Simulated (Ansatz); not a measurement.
I need a relaxed scan of one distance of ClH₃NSi, SMILES N[SiH]Cl. Use Ansatz 0.2.0, Python API. Use (for the species named): PBE0, def2-SVP basis, multiplicity 2, D4 dispersion.

```yaml
atoms:
  - { symbol: N, position_ang: [-0.8134, 0.2252, -0.4866] }
  - { symbol: Si, position_ang: [-0.0527, -0.3221, 0.8757] }
  - { symbol: Cl, position_ang: [1.5246, -1.3709, 0.1573] }
  - { symbol: H, position_ang: [-0.2048, 0.9959, -0.9327] }
  - { symbol: H, position_ang: [-0.9137, -0.4838, -1.2059] }
  - { symbol: H, position_ang: [0.5020, 0.8918, 1.5460] }
```

`relaxed_scan_clh3nsi.py`:
```python
# -*- coding: utf-8 -*-
"""Relaxed scan of one distance in ClH3NSi."""

import ansatz as az
import numpy as np

GEOMETRY = """
N    -0.81340    0.22520   -0.48660
Si   -0.05270   -0.32210    0.87570
Cl    1.52460   -1.37090    0.15730
H    -0.20480    0.99590   -0.93270
H    -0.91370   -0.48380   -1.20590
H     0.50200    0.89180    1.54600
"""

system = az.Crystal.molecule()
for line in GEOMETRY.strip().splitlines():
    symbol, *xyz = line.split()
    system = system.atom(symbol, [float(v) for v in xyz])

setup = (
    system.calculation()
    .basis(gaussian="def2-SVP")
    .functional("pbe0", dispersion="d4")
    .spin("collinear", total=1)
)
symbols = [site.symbol for site in system.cartesian_sites]
pairs = [(0, 1), (0, 3), (0, 4), (1, 2), (1, 5)]
print("held (A)   E (eV)        ", "  ".join(f"{symbols[i]}{i}-{symbols[j]}{j}" for i, j in pairs))
for length in [0.93, 1.01, 1.1, 1.22, 1.37]:
    r = setup.relax(constraints=[az.DistanceConstraint((0, 4), at=length)], force_tolerance=0.02, max_steps=60).run().report
    xyz = np.array(r["positions_ang"])
    print(f"{length:6.2f} {r['free_energy_ev']:14.5f}  ", "  ".join(f"{np.linalg.norm(xyz[i] - xyz[j]):.3f}" for i, j in pairs))
```

Running `python relaxed_scan_clh3nsi.py` prints:
```text
held (A)   E (eV)         N0-Si1  N0-H3  N0-H4  Si1-Cl2  Si1-H5
DeckWarning: relax.constraints: the input's atoms, or those drawn, lie off the distances that are held; a relaxation that starts there is brought onto them ahead of its first SCF, by positions alone, [...]
  0.93   -21922.96330   1.714  1.012  0.930  2.092  1.496
  1.01   -21923.15271   1.713  1.013  1.010  2.093  1.498
  1.10   -21923.00220   1.712  1.015  1.100  2.096  1.496
  1.22   -21922.49394   1.721  1.018  1.220  2.095  1.496
  1.37   -21921.67724   1.731  1.022  1.370  2.093  1.497
```
(Warnings from the package without file and line, shortened, repeats left out.)

Reading the output:
- Total energies depend on the basis set; only differences at equal settings carry meaning.
- The energies are electronic: no zero-point or thermal terms, and the basis set is short of its limit.
- The species is open-shell (spin multiplicity 2).
- It ran for 4.5 min on 1 thread of Arm Neoverse N1 (shared host), peak memory 0.23 GiB.
